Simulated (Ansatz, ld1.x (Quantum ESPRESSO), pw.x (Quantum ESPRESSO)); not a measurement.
# pw.x on fcc Al: one setting changed

Potential: PAW, ld1.x (Quantum ESPRESSO) 7.5, PBE; core [Ne], reference 3s2 3p0.5; waves: 3s (bound): rcut 1.65, rcutus 1.80 bohr; 3s channel at 1.8 Ry: rcut 1.65, rcutus 1.80 bohr; 3p (bound): rcut 2.00, rcutus 2.45 bohr; 3p channel at 0.55 Ry: rcut 2.00, rcutus 2.45 bohr; 3d channel at 0.45 Ry: rcut 1.95, rcutus 2.30 bohr; 3d channel at 2.65 Ry: rcut 1.95, rcutus 2.30 bohr; local part: all-electron potential smoothed inside 1.50 bohr (lloc = -2); core correction: Bessel-smoothed model core inside 1.00 bohr; augmentation: PSQ, inside the norm-conserving radii.

The reference run (k-mesh 14³, cutoffs 40/320 Ry, Fermi–Dirac 0.01 Ry, mixing_beta 0.4, conv_thr 1e-9, no spin) gives -0.06 GPa at 16.527 Å³/atom, where all-electron LAPW gives -0.17 GPa. This run, with its own iteration cap, changes degauss to 0.005.

```
&control
  calculation='scf', prefix='x', pseudo_dir='./', outdir='./tmp', tstress=.true., disk_io='none'
/
&system
  ibrav=0, nat=1, ntyp=1, ecutwfc=40, ecutrho=320, nbnd=8,
  occupations='smearing', smearing='fd', degauss=0.005
/
&electrons
  conv_thr=1e-09, mixing_beta=0.4, electron_maxstep=50
/
ATOMIC_SPECIES
Al 1.0 Al.UPF
CELL_PARAMETERS angstrom
  0.00000000 2.02172157 2.02172157
  2.02172157 0.00000000 2.02172157
  2.02172157 2.02172157 0.00000000
ATOMIC_POSITIONS crystal
Al 0.0000 0.0000 0.0000
K_POINTS automatic
14 14 14 0 0 0
```

```bash
pw.x < Al.scf.in > Al.scf.out
```

**Question.** How does the run end?

**Answer.** It converges in 7 iterations; the free energy moves by +10.9 meV/atom and the pressure by -0.16 GPa. In a metal, with Fermi–Dirac smearing, F lies below its zero-width value by a term in the square of the width.

```
Message from routine setup:
     using ibrav=0 with symmetry is DISCOURAGED, use correct ibrav instead
     lattice parameter (alat)  =       5.4030  a.u.
     unit-cell volume          =     111.5297 (a.u.)^3
     number of electrons       =         3.00
     number of Kohn-Sham states=            8
     kinetic-energy cutoff     =      40.0000  Ry
     charge density cutoff     =     320.0000  Ry
     scf convergence threshold =      1.0E-09
     Exchange-correlation= SLA  PW   PBX  PBC
     number of k points=   104  Fermi-Dirac smearing, width (Ry)=  0.0050
     iteration #  1     ecut=    40.00 Ry     beta= 0.40
     total energy              =     -39.50612138 Ry
     estimated scf accuracy    <       0.01240430 Ry
     iteration #  2     ecut=    40.00 Ry     beta= 0.40
     total energy              =     -39.50492926 Ry
     estimated scf accuracy    <       0.00418865 Ry
     iteration #  3     ecut=    40.00 Ry     beta= 0.40
     total energy              =     -39.50505329 Ry
     estimated scf accuracy    <       0.00000489 Ry
     iteration #  4     ecut=    40.00 Ry     beta= 0.40
     c_bands:  1 eigenvalues not converged
     c_bands:  1 eigenvalues not converged
     c_bands:  1 eigenvalues not converged
     c_bands:  1 eigenvalues not converged
     c_bands:  1 eigenvalues not converged
     c_bands:  1 eigenvalues not converged
     total energy              =     -39.50507768 Ry
     estimated scf accuracy    <       0.00000044 Ry
     iteration #  5     ecut=    40.00 Ry     beta= 0.40
     total energy              =     -39.50507774 Ry
     estimated scf accuracy    <          3.4E-09 Ry
     iteration #  6     ecut=    40.00 Ry     beta= 0.40
     total energy              =     -39.50507774 Ry
     estimated scf accuracy    <          2.4E-09 Ry
     iteration #  7     ecut=    40.00 Ry     beta= 0.40
     the Fermi energy is     7.8709 ev
!    total energy              =     -39.50507774 Ry
     estimated scf accuracy    <          6.7E-10 Ry
     smearing contrib. (-TS)   =      -0.00056060 Ry
     The total energy is F=E-TS. E is the sum of the following terms:
     one-electron contribution =       3.16582716 Ry
     hartree contribution      =       0.00563072 Ry
     xc contribution           =     -13.73473529 Ry
     ewald contribution        =      -5.40030859 Ry
     one-center paw contrib.   =     -23.54093114 Ry
     convergence has been achieved in   7 iterations
          total   stress  (Ry/bohr**3)                   (kbar)     P=       -2.15
     Message from routine punch:
     Nothing written, as per user request (disk_io='none')
```

The run took about 10 s on one core of a shared host (Neoverse-V1, 32 threads, 247 GiB, load 10).
